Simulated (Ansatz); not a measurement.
Geometry optimisation, Ansatz, RKS B3LYP-D4/def2-SVP.

Input file:

```yaml
crystal:
  periodic: [false, false, false]
  atoms:
    - { symbol: B, position_ang: [0.062496, -0.485591, -0.377677] }
    - { symbol: F, position_ang: [-0.137261, 0.131048, 2.057941] }
    - { symbol: H, position_ang: [1.056313, 0.176005, -0.460885] }
    - { symbol: H, position_ang: [-1.039286, -0.109661, -0.655508] }
    - { symbol: S, position_ang: [0.355195, -2.275668, 0.019403] }
    - { symbol: H, position_ang: [-0.927861, -2.702607, -0.030595] }
    - { symbol: H, position_ang: [0.102904, -0.763026, 2.11452] }
basis:
  gaussian: { orbitals: def2-SVP }
hamiltonian:
  xc: b3lyp
  dispersion: d4
relax:
  f_tol: 0.03
  max_steps: 50
```

Launched with:

```bash
$ ansatz run input.yaml --threads 1 --pin off --max-ram 2048MiB --backend cpu --events-out ev --progress --plain --runs-dir out
```

**Question.** Where does it end, and by what steps?

**Answer.** The run converged. After 9 steps the energy has fallen by 0.045 eV; F2 moved furthest, 0.16 Å.

| step | energy less start (eV) | largest force component (eV/Å) | accepted |
| --- | --- | --- | --- |
| 0 | 0.0000 | 0.983 | yes |
| 1 | -0.0191 | 0.970 | yes |
| 2 | -0.0236 | 0.694 | yes |
| 3 | -0.0348 | 0.402 | yes |
| 4 | -0.0053 | 0.800 | no |
| 5 | -0.0409 | 0.345 | yes |
| 6 | -0.0427 | 0.225 | yes |
| 7 | -0.0448 | 0.033 | yes |
| 8 | -0.0429 | 0.061 | no |
| 9 | -0.0450 | 0.016 | yes |

```xyz
7
Properties=species:S:1:pos:R:3
B 0.076 -0.498 -0.422
F -0.168 0.069 2.204
H 1.064 0.173 -0.524
H -1.024 -0.113 -0.702
S 0.359 -2.205 0.065
H -0.920 -2.650 0.046
H 0.085 -0.806 2.000
```

Whether the end is a true minimum wasn't checked by a vibrational analysis.

Run time: 7.5 s on 1 thread of AMD EPYC 9R45 96-Core Processor (Zen 5), on a shared host, peak memory 0.15 GiB.
